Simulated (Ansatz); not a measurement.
The same path of C4H12N2 (18 atoms, charge 0, multiplicity 1) was run twice with different band settings. The coordinate that changes most is the height of N5 over the plane of its neighbours.

These are results of Ansatz 0.2.0, RKS PBE-D4/def2-SVP, not measurements.

Relaxed end points:

```xyz
18
Properties=species:S:1:pos:R:3
C 0.393 -0.564 1.450
C 0.698 -0.066 0.032
C 1.167 -1.210 -0.872
C -0.494 0.706 -0.606
N -1.640 -0.178 -0.757
N -0.851 1.967 0.061
H -0.374 -1.367 1.445
H 1.300 -0.989 1.925
H 0.033 0.253 2.111
H 1.524 0.679 0.110
H 1.462 -0.836 -1.874
H 0.345 -1.938 -1.022
H 2.039 -1.742 -0.439
H -0.167 0.993 -1.633
H -2.415 0.371 -1.153
H -1.967 -0.476 0.173
H -0.051 2.617 0.041
H -1.040 1.790 1.059
```

```xyz
18
Properties=species:S:1:pos:R:3
C 0.454 -0.473 1.510
C 0.693 -0.053 0.057
C 1.070 -1.252 -0.822
C -0.509 0.740 -0.541
N -1.711 -0.086 -0.528
N -0.855 1.977 0.149
H -0.426 -1.143 1.581
H 1.336 -1.000 1.927
H 0.257 0.406 2.158
H 1.549 0.661 0.032
H 1.202 -0.955 -1.884
H 0.293 -2.045 -0.781
H 2.019 -1.718 -0.485
H -0.187 1.048 -1.574
H -2.482 0.460 -0.931
H -1.587 -0.914 -1.122
H -0.041 2.602 0.186
H -1.113 1.757 1.121
```

Common settings: movable images 7; climbing image yes; spring 5.0 eV/Å²; optimiser quadratic models (default); start path through a guess of the saddle point; force threshold 0.05 eV/Å; end points relaxed.

| run | iteration limit |
| --- | --- |
| 1 | 54 |
| 2 | 10 |

Task: What does each run give, and how far can it be trusted?

Result: Run 1: converged after 7 iterations, highest image 0.209 eV above the first end. A vibrational analysis at the climbing image gives one clearly imaginary mode, 611i cm⁻¹: a first-order saddle point.
Run 2: converged after 7 iterations, highest image 0.209 eV above the first end. Another band between the same ends (7 images) ends at a top of the same energy, where a vibrational analysis finds 1 clearly imaginary mode.
